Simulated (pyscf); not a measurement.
Four-centre exchange: H₃Ge–SeH + hydrogen chloride (HCl) → H₂Se + Cl–GeH₃

Gas phase, singlet surface, charge 0. Bonds broken: Se1–Ge2, Cl7–H8. Bonds formed: Se1–H8, Ge2–Cl7. Single points on ωB97X-D3(BJ)/def2-SVP structures (PySCF, gas phase).

Transition state (Å):

```xyz
8

Se     0.1643     1.0989     1.4547
Ge    -0.2179    -0.1666    -0.8100
H      1.1827     0.1321     1.8792
H     -1.3522     0.4976    -1.5853
H      0.1258    -1.6435    -1.0095
H      1.0805     0.5669    -1.2743
Cl    -2.0018    -1.1077     0.7709
H     -0.9995     0.1668     1.8044
```

One imaginary mode, 396i cm⁻¹; descent along it reached the two sides named, in the forms told below.

| bond | change | reactant side (Å) | saddle | product side |
|---|---|---|---|---|
| Se1–Ge2 | breaks | 2.358 | 2.6 | 3.8 |
| Cl7–H8 | breaks | 1.297 | 1.923 | 2.8 |
| Se1–H8 | forms | 2.510 | 1.532 | 1.465 |
| Ge2–Cl7 | forms | 3.7 | 2.563 | 2.171 |

Electronic energies relative to the separated reactants (kcal/mol):

```csv
level,barrier,reaction energy,reverse barrier
ωB97X-D3(BJ)/def2-TZVP,29.1,-2.4,31.6
PBE/def2-TZVP,23.9,-3.5,27.4
r²SCAN/def2-TZVP,25.9,-4.0,30.0
B3LYP-D3(BJ)/def2-TZVP,26.8,-4.2,31.0
PBE0-D3(BJ)/def2-TZVP,26.3,-3.3,29.6
M06-2X/def2-TZVP,29.2,-5.0,34.2
ωB97M-D3(BJ)/def2-TZVP,31.0,-4.6,35.5
HF/def2-TZVP,45.5,-6.6,52.1
```

With ωB97M-D3(BJ)/def2-TZVP energies and thermal terms (ideal gas, 1 atm, RRHO with modes under 100 cm⁻¹ raised to 100, one conformer, R ln 2 for chiral ones without a mode under 150 cm⁻¹), in kcal/mol:

```csv
T (K),ΔH‡,ΔG‡,ΔH,ΔG
298,30.5,40.3,-4.8,-4.5
600,30.5,50.2,-5.3,-4.0
900,30.7,60.0,-5.7,-3.3
1200,31.1,69.7,-6.0,-2.4
```

On the reactant side the descent ends in a complex, 4.9 kcal/mol under the separated species and 34.0 kcal/mol under the saddle at ωB97X-D3(BJ)/def2-TZVP. One saddle was located; it need not be the lowest between these sides. Elements up to Kr have no core potential and no relativistic terms here.
